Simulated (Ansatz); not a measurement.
Consider a ladder of basis sets of CH3S (charge -1), SMILES C[S-] (the Python package of Ansatz (0.2.0)).

The script reads `ch3s.xyz`:
```text
5

C    -0.11266    0.02583    0.06089
S     1.44249   -0.33223   -0.78291
H    -0.26419   -0.66720    0.89719
H    -0.95699   -0.07547   -0.63095
H    -0.10864    1.04908    0.45577
```

`run_basis.py`:
```python
import ansatz as az

XC = "B3LYP"
NET_CHARGE = -1

geometry = az.Crystal.molecule_from_extxyz("ch3s.xyz")

job = geometry.calculation().functional(XC).charge(NET_CHARGE)

energies = {}
for basis in ["cc-pVDZ", "cc-pVTZ"]:
    rep = job.basis(gaussian=basis).run(threads=1).report
    size = rep["n_frozen"] + rep["n_occupied"][0] + rep["n_virtual"][0]
    energies[basis] = (rep["reference_energy_ev"] / 27.211386246, rep["free_energy_ev"] / 27.211386246)
    print(f"{basis:14s} {size:4d} orbitals  reference {energies[basis][0]:14.6f} Ha  total {energies[basis][1]:14.6f} Ha")

last = energies["cc-pVTZ"][1]
for basis, (_, total) in energies.items():
    print(f"{basis:14s} lies {27.211386 * (total - last):9.4f} eV above cc-pVTZ")
```

How far does the total energy move along this ladder of basis sets?

Against cc-pVDZ: cc-pVTZ -47.1 mHa. The last step alone is -47.08 mHa. From the first set to the last the time grows from 0.6 to 1.2 s.

What the script printed:

```console
$ python run_basis.py
cc-pVDZ          47 orbitals  reference    -438.120560 Ha  total    -438.120560 Ha
cc-pVTZ         106 orbitals  reference    -438.167637 Ha  total    -438.167637 Ha
cc-pVDZ        lies    1.2810 eV above cc-pVTZ
cc-pVTZ        lies    0.0000 eV above cc-pVTZ
```

Reading the output:
- The drop along the ladder measures the basis error, and is no property of the molecule.
- The geometry is a force-field or estimated start, not a minimum of this method, and the last set is no limit. Much of the fall in a total is atomic energy, which cancels in bond and reaction energies.
- b3lyp holds the VWN-RPA fit, as in Gaussian; the form of ORCA and Turbomole is b3lyp5.
- For Al to Cl the sets with a tight d function, cc-pV(X+d)Z, are usual.
- Anions want diffuse functions, which this basis lacks.
- It ran for 2.3 s on 1 thread of Arm Neoverse V2, on a shared host, peak memory 0.19 GiB.
